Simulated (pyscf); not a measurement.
**Multi-bond step: H₃Si–Si(SiH₃)(SiH₃)–Cl → H₃Si–SiH₂–Si:–Cl [singlet] + silane (SiH₄)**

Gas phase, singlet surface, charge 0. Bonds broken: Si2–Si4, Si2–Si5, Si3–H6. Bonds formed: Si3–Si5, Si4–H6. Structures and frequencies: ωB97X-D3(BJ)/def2-SVP in PySCF.

Transition state (Å):

```xyz
14

Cl    -0.7322    -0.7442     2.3365
Si    -0.0920     0.7591     0.9465
Si    -0.7992    -0.3340    -0.9642
Si    -2.6881     1.4930     0.1172
Si     2.2346     0.5534     0.9495
H     -2.3409     0.0619    -0.7308
H     -0.6345     0.3998    -2.2562
H     -1.0555    -1.7789    -1.2506
H     -2.1963     2.7687    -0.4546
H     -4.0170     1.2633    -0.5498
H     -2.9244     1.2813     1.5638
H      2.6682    -0.8724     0.8452
H      2.8134     1.1309     2.1978
H      2.7853     1.3051    -0.2213
```

One imaginary mode, 365i cm⁻¹; descent along it reached the two sides named.

```csv
bond,change,reactant side (Å),saddle,product side
Si2–Si4,breaks,2.328,2.8,3.7
Si2–Si5,breaks,2.328,2.336,3.0
Si3–H6,breaks,1.491,1.609,2.8
Si3–Si5,forms,3.9,3.7,2.392
Si4–H6,forms,4.1,1.699,1.492
```

Electronic energies relative to the reactant's lowest minimum found (eV):

```csv
level,barrier,reaction energy,reverse barrier
ωB97X-D3(BJ)/def2-TZVP,2.85,+2.31,0.55
PBE/def2-TZVP,2.51,+1.98,0.53
r²SCAN/def2-TZVP,2.69,+2.19,0.50
B3LYP-D3(BJ)/def2-TZVP,2.73,+2.01,0.73
PBE0-D3(BJ)/def2-TZVP,2.69,+2.23,0.46
M06-2X/def2-TZVP,2.69,+1.95,0.74
ωB97M-D3(BJ)/def2-TZVP,2.72,+1.91,0.80
HF/def2-TZVP,3.39,+1.88,1.52
```

With ωB97M-D3(BJ)/def2-TZVP energies and thermal terms (ideal gas, 1 atm, RRHO with modes under 100 cm⁻¹ raised to 100, one conformer, R ln 2 for chiral ones without a mode under 150 cm⁻¹), in eV:

| T (K) | ΔH‡ | ΔG‡ | ΔH | ΔG |
|---|---|---|---|---|
| 298 | 2.67 | 2.71 | +1.85 | +1.43 |
| 600 | 2.65 | 2.75 | +1.81 | +1.02 |
| 900 | 2.62 | 2.81 | +1.76 | +0.64 |
| 1200 | 2.60 | 2.87 | +1.71 | +0.28 |

At the saddle there is also a short Si–Si contact that neither side keeps. One saddle was located; it need not be the lowest between these sides.
